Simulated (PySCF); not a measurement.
**Unknown: peak-picked proton spectrum**

Formula C4H4O2. The spectrum was simulated from the full spin Hamiltonian at 500 MHz with 1.0 Hz Lorentzian lines, from shifts rounded to 0.01 ppm and J to 0.1 Hz, couplings under 1 Hz left out.

Maxima in ppm (height), grouped by integral:
1H: 7.491 (20), 7.487 (38), 7.482 (22), 7.478 (22), 7.473 (39), 7.469 (21)
1H: 6.193 (20), 6.186 (39), 6.180 (38), 6.173 (38), 6.167 (20)
2H: 4.746 (79), 4.741 (100), 4.739 (100), 4.734 (78)

¹³C{¹H} NMR (computed): δ 173.0 (C), 159.6 (CH), 130.9 (CH), 72.0 (CH2).

- GIAO PBE0/pcSseg-1 shieldings
- PBE0-D3(BJ)/def2-SVP geometry
- spin–spin couplings from B3LYP/pcJ-1 (without the spin–dipole term)
- program: PySCF
- one averaged value for each set of equivalent atoms, in vacuum, single conformer, non-relativistic Hamiltonian

Chemical shifts δ = σref − σ; TMS for ¹H and ¹³C, all at this level.

Question: Analyse the multiplets.

Answer: ¹H NMR (500 MHz, computed): δ 7.48 (dt, J = 6.5, 2.4 Hz, 1H), 6.18 (dt, J = 6.5, 3.2 Hz, 1H), 4.74 (dd, J = 3.2, 2.4 Hz, 2H). These are first-order names from the parameters used; overlap and second-order distortion can hide them in the list.

Question: What is the compound?

Answer: 2(5H)-Furanone.

Numbering as in the mapped SMILES `[O:1]=[C:2]1[CH:3]=[CH:4][CH2:5][O:6]1`. Hydrogens are named by the atom that carries them.

δ 7.48: H(C4), hydrogen on a β carbon of a C=C–C=O unit, coupled to H(C3) (6.5 Hz), H(C5) (2.4 Hz). δ 6.18: H(C3), hydrogen on an α carbon of a C=C–C=O unit, coupled to H(C4) (6.5 Hz), H(C5) (3.2 Hz). δ 4.74: H(C5), hydrogen on an allylic sp3 CH2 bonded to O, coupled to H(C3) (3.2 Hz), H(C4) (2.4 Hz).

This is the structure that produced the data.

Multiplet labels drop couplings under 1 Hz and merge nearly equal ones. Unscaled 3J(H,H) at this level run about 10 % above measured values. Shifts are as computed. Against solution values, carbons near 30 ppm lie about +2 ppm off and those near 130 ppm about +5 ppm. Of 1211 compounds with measured shifts, 218 miss one by over three times the rms of a fit or turn the order of signals round; such compounds aren't used in these exercises.
